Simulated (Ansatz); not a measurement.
Frontier orbitals of C$_{4}$H$_{9}$ClO, SMILES `CCOCCCl`.

Cartesian coordinates in Å:
```
C -1.770 -0.856 1.352
C -0.912 0.105 0.572
O 0.407 -0.397 0.540
C 1.324 0.431 -0.122
C 1.302 0.191 -1.620
Cl 2.502 1.233 -2.420
H -1.778 -1.838 0.876
H -1.389 -0.971 2.369
H -2.797 -0.489 1.406
H -1.309 0.228 -0.446
H -0.913 1.099 1.044
H 1.128 1.491 0.088
H 2.317 0.191 0.266
H 0.332 0.425 -2.057
H 1.557 -0.843 -1.848
```

Total charge 0; spin multiplicity 1. The geometry is a stationary point of PBE0-D4/def2-TZVP. It is one conformer, not always the lowest. Basis def2-TZVPP, Ansatz.

| functional | HOMO (eV) | LUMO (eV) | gap (eV) |
| --- | --- | --- | --- |
| LDA (SPW92) | -6.22 | -0.59 | 5.63 |
| PBE | -6.09 | -0.35 | 5.74 |
| revPBE | -6.03 | -0.24 | 5.79 |
| r2SCAN | -6.41 | 0.00 | 6.41 |
| PBE0 | -7.63 | 0.72 | 8.35 |
| r2SCANh | -6.99 | 0.40 | 7.39 |
| ωB97M-V | -10.00 | 2.47 | 12.47 |

What is the vertical ionisation energy at frozen-core CCSD(T)/CBS(def2)? (Estimate.)

The calculation gave: 10.18 eV (T1 of the cation 0.030).

From PBE to PBE0 the HOMO moves by −1.54 eV and the LUMO by +1.06 eV, and with ωB97M-V by −3.92 and +2.82 eV, so the gap grows from 5.74 to 12.48 eV with exact exchange. A positive LUMO is unbound and depends on the basis. −ε(HOMO) differs from that ionisation energy by −4.10 eV with PBE and −0.18 eV with ωB97M-V.
